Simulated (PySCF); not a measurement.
Cartesian coordinates (Å):
```xyz
4

N      0.0015     0.0017     0.3060
H      0.9153    -0.2021    -0.1055
H     -0.6329    -0.6930    -0.0949
H     -0.2839     0.8933    -0.1057
```
Charge 0, multiplicity 1.

Question: Give the HOMO–LUMO gap, LUMO, HOMO, dipole moment and total energy at the level ωB97X-D3(BJ)/def2-TZVP // B3LYP-D3(BJ)/def2-SVP (PySCF).

Answer: 
```json
{
 "HOMO–LUMO gap": "13.18 eV",
 "LUMO": "2.80 eV",
 "HOMO": "-10.38 eV",
 "dipole_moment": "1.80 D",
 "total_energy": "-56.6026 Ha"
}
```
